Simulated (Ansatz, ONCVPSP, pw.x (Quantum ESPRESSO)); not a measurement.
Equation-of-state test of one ONCV potential (tungsten (W))

tungsten (W), optimised norm-conserving Vanderbilt (ONCV), made with ONCVPSP 4.0.1.1 (patched build) (PBE, scalar-relativistic). Core [Xe] 4f14, reference 5d4 6s1.5 6p0.5. Waves: 6s: rc 2.40 bohr, ncon 3, nbas 8, qcut 2.3 1/bohr, 2 projectors, debl 3.7 Ha; 6p: rc 3.90 bohr, ncon 4, nbas 7, qcut 2.9 1/bohr, 2 projectors, debl 3.6 Ha; 5d: rc 2.80 bohr, ncon 3, nbas 8, qcut 6 1/bohr, 3 projectors, debl 1 Ha. Local part: polynomial inside 1.70 bohr (lpopt 5, dvloc0 0 Ha). Core correction: Teter function fitted to the true core (icmod 2), fcfact 0.35.

Atomic tests: cutoffs needed: 11 Ha and 29 Ha (the cutoffs (Ha) at which the residual kinetic energy of the hardest occupied pseudo-wave falls to 1 and 0.1 mHa per electron) The cutoffs count occupied waves only; projector 2 of the s channel, the hardest unoccupied one, needs 43 Ha at the loose tolerance.; ghost test: no bound ghost flagged; GHOST(+) flagged for s at 17.0 eV, p at 77.0 eV; configuration tests: 1 of 4 tests not solved or not reliable.

Crystal test: bcc W in pw.x 7.5, no spin, 14³ k-points, Fermi–Dirac smearing 0.01 Ry, cutoffs 70/280 Ry. The reference is all-electron LAPW (Ansatz 0.2.0) with the same functional, mesh and smearing; V0 and B0 come from Birch–Murnaghan fits to the pressures at five volumes. Errors are pseudo minus all-electron; Δ is the rms difference of the E(V) curves that follow from these fits, minima aligned, over ±6 % about the mean V0. Mesh and smearing are coarse, so the numbers serve the comparison and aren't converged zero-temperature values; the lattice is a test structure that the element need not adopt.

All-electron: a0 = 3.184 Å (V0 = 16.15 Å³/atom), B0 = 300.6 GPa.

**Question.** How far does the potential miss the all-electron equation of state?

**Answer.** mean pressure error (GPa): -9.81; a0 (Å): 3.148; a0 error (%): -1.13; B0 error (%): +0.8; Δ (meV/atom): 36.0. The largest radius (3.90 bohr) exceeds half the bond length (2.60 bohr), so the spheres overlap, which is one possible source of error among others. This is a poor potential for the solid. The generator flags a localised state at positive energy (s at 17 eV). Atomic configuration tests: 1 of 4 tests not solved or not reliable.

| V (Å³/atom) | P all-electron (GPa) | P pseudo (GPa) |
| --- | --- | --- |
| 15.323 | 17.51 | 5.69 |
| 15.727 | 8.35 | -2.34 |
| 16.130 | 0.30 | -9.40 |
| 16.533 | -6.79 | -15.61 |
| 16.936 | -13.02 | -21.05 |

**Question.** At the middle volume, how do free energy and pressure move when the wave cutoff is lowered (ecutrho kept at four times it)?

**Answer.**

```json
{"cutoff (Ry)": "32", "shift of F (meV/atom)": "+8.6", "shift of P (GPa)": "+0.01"}
{"cutoff (Ry)": "42", "shift of F (meV/atom)": "+3.9", "shift of P (GPa)": "-0.02"}
{"cutoff (Ry)": "56", "shift of F (meV/atom)": "+2.6", "shift of P (GPa)": "-0.04"}
```

Input at the middle volume:

```
&control
  calculation='scf', prefix='x', pseudo_dir='./', outdir='./tmp', tstress=.true., disk_io='low'
/
&system
  ibrav=0, nat=1, ntyp=1, ecutwfc=70, ecutrho=280, nbnd=10,
  occupations='smearing', smearing='fd', degauss=0.01
/
&electrons
  conv_thr=1e-09, mixing_beta=0.4, electron_maxstep=70
/
ATOMIC_SPECIES
W 1.0 W.UPF
CELL_PARAMETERS angstrom
  -1.59168867 1.59168867 1.59168867
  1.59168867 -1.59168867 1.59168867
  1.59168867 1.59168867 -1.59168867
ATOMIC_POSITIONS crystal
W 0.0000 0.0000 0.0000
K_POINTS automatic
14 14 14 0 0 0
```

```bash
pw.x < W.scf.in > W.scf.out
```

Lines of the output:

```
Message from routine setup:
     using ibrav=0 with symmetry is DISCOURAGED, use correct ibrav instead
     lattice parameter (alat)  =       5.2098  a.u.
     unit-cell volume          =     108.8506 (a.u.)^3
     number of electrons       =         6.00
     number of Kohn-Sham states=           10
     kinetic-energy cutoff     =      70.0000  Ry
     charge density cutoff     =     280.0000  Ry
     scf convergence threshold =      1.0E-09
     Exchange-correlation= PBE
     number of k points=   104  Fermi-Dirac smearing, width (Ry)=  0.0100
     iteration #  1     ecut=    70.00 Ry     beta= 0.40
     total energy              =     -20.25463192 Ry
     estimated scf accuracy    <       0.06689804 Ry
     iteration #  2     ecut=    70.00 Ry     beta= 0.40
     total energy              =     -20.24976494 Ry
     estimated scf accuracy    <       0.01409506 Ry
     iteration #  3     ecut=    70.00 Ry     beta= 0.40
     total energy              =     -20.25238859 Ry
     estimated scf accuracy    <       0.00032473 Ry
     iteration #  4     ecut=    70.00 Ry     beta= 0.40
     c_bands:  1 eigenvalues not converged
     total energy              =     -20.25236277 Ry
     estimated scf accuracy    <       0.00040387 Ry
     iteration #  5     ecut=    70.00 Ry     beta= 0.40
     total energy              =     -20.25243431 Ry
     estimated scf accuracy    <       0.00000436 Ry
     iteration #  6     ecut=    70.00 Ry     beta= 0.40
     total energy              =     -20.25243586 Ry
     estimated scf accuracy    <       0.00000004 Ry
     iteration #  7     ecut=    70.00 Ry     beta= 0.40
     total energy              =     -20.25243597 Ry
     estimated scf accuracy    <          3.3E-09 Ry
     iteration #  8     ecut=    70.00 Ry     beta= 0.40
     total energy              =     -20.25243596 Ry
     estimated scf accuracy    <          5.1E-09 Ry
     iteration #  9     ecut=    70.00 Ry     beta= 0.40
     the Fermi energy is    15.3029 ev
!    total energy              =     -20.25243596 Ry
     estimated scf accuracy    <          2.7E-10 Ry
     smearing contrib. (-TS)   =      -0.00247958 Ry
     The total energy is F=E-TS. E is the sum of the following terms:
     one-electron contribution =      11.09629654 Ry
     hartree contribution      =       0.12205880 Ry
     xc contribution           =      -9.68993887 Ry
     ewald contribution        =     -21.77837285 Ry
     convergence has been achieved in   9 iterations
          total   stress  (Ry/bohr**3)                   (kbar)     P=      -94.05
```

The run at the middle volume (104 k-points, 9 iterations) took about 32 s on one core of a shared host (Neoverse-N1, 64 threads, 124 GiB, load 61).
